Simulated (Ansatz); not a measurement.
## Ansatz (development build ahead of 0.2.0) run

```yaml
crystal:
  periodic: [false, false, false]
  atoms:
    - { symbol: "N", position_ang: [0.0, 0.0, 0.0] }
    - { symbol: H, position_ang: [0.87, 0.0, -0.52] }
    - { symbol: H, position_ang: [-0.87, 0.0, -0.52] }
    - { symbol: O, position_ang: [0.0, 0.0, 1.28] }
basis:
  gaussian: { orbitals: pcseg-2 }
magnetization:
  initial_magnetization: 1
hamiltonian:
  xc: hf
```

The input is written out in the form of the current development build from the run's settings.

Output:

| Property | Result |
| --- | --- |
| Converged | yes |
| Total energy | -130.43813 hartree |
| Spin squared of the determinant | 0.750 |
| Stability test | minimum among restricted orbitals |
